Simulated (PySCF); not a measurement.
These are PySCF 2.14.0 with ωB97X-D3(BJ)/def2-TZVP // PBE0-D3(BJ)/def2-SVP values and carry that method's errors. All species are isolated molecules in the gas phase. Delta-SCF ions had no search for a lower state. 

Reference species (SMILES): `N#CC` (neutral, multiplicity 1).

- vertical ionisation energy (Delta-SCF) = 12.31 eV
- dipole moment = 4.03 D

Changed species: `S` (free base H2S; the reference has free base CH3CN).

### Question
Give the shifts of the vertical ionisation energy (Delta-SCF) and dipole moment.

### Answer
the vertical ionisation energy (Delta-SCF) decreases by 1.83 eV, to 10.48 eV; the dipole moment drops by 2.86 D, to 1.17 D.
